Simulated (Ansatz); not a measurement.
Two structures of CH$_{7}$OSi, doublet, reached by relaxing down either side of one saddle point (PBE0-D4/def2-TZVP). Energies are electronic, without zero-point energy. Ansatz 0.2.0; basis: def2-TZVPP and def2-QZVPP; cores frozen in the correlated methods; orbitals are unrestricted. Extrapolation: Hartree–Fock as exp(−7.88 √X), correlation as X^−2.97. First:

```xyz
10
angstrom
H -0.4045 1.7936 0.3394
C 0.2147 1.5461 -0.5304
O -0.1165 0.2862 -1.0780
Si -0.2706 -1.7051 0.9643
H 0.1274 2.3476 -1.2719
H 1.2535 1.4884 -0.2062
H -1.0296 0.3091 -1.3746
H -0.6435 -2.5906 2.1078
H -0.0926 -2.5244 -0.2609
H 0.9616 -0.9508 1.3105
```

Second:

H1  (0.068, -0.187, 1.792)
C2  (-0.052, 1.813, -0.899)
O3  (0.676, 0.676, -1.046)
Si4  (-0.173, -1.483, 1.113)
H5  (-0.372, 2.352, -1.782)
H6  (0.106, 2.315, 0.044)
H7  (0.532, 0.310, -1.923)
H8  (-0.592, -2.485, 2.131)
H9  (-1.260, -1.346, 0.113)
H10  (1.067, -1.965, 0.458)
(Å)

(1) Which bonds change from the first to the second?

(2) Give the saddle point's structure and its height above each. (An estimate is asked for; the value comes from the calculation.)

T1 diagnostic: at most 0.017. ⟨S²⟩ of the unrestricted Hartree–Fock references: 0.75 to 0.78 (a pure state has 0.75).

Results:

(1) CH₄O ([CH3][OH]) + SiH₃ → CH₃O ([CH2][OH]) + SiH₄; bonds formed: H1–Si4; bonds broken: H1–C2.

(2) By the calculation: 20.58 kcal/mol above the first and 13.48 kcal/mol above the second (CCSD(T) at an estimated basis limit (MP2 extrapolated from triple and quadruple zeta, plus CCSD(T) − MP2 in triple zeta)).
H1  (-0.032, 0.095, 0.296)
C2  (0.115, 1.404, -0.489)
O3  (0.650, 1.098, -1.708)
Si4  (-0.129, -1.411, 0.978)
H5  (-0.907, 1.786, -0.485)
H6  (0.822, 1.953, 0.126)
H7  (-0.029, 0.718, -2.272)
H8  (-0.875, -1.354, 2.266)
H9  (-0.849, -2.333, 0.055)
H10  (1.233, -1.956, 1.234)
(Å)

Radical steps of this kind take place in plasma deposition and etching.

Labels in which every atom is bracketed show which atoms are joined, not bond orders.

For scale, one of the runs: CCSD(T)/def2-TZVPP, 202 basis functions, launched by `ansatz run in.yaml --threads 4 --pin off --events-out ev --progress --plain --max-ram 9574MiB`. The run took 2.3 min on 4 CPU threads of an Arm Neoverse V2 (shared host), with 6.5 GiB of host memory at its peak.
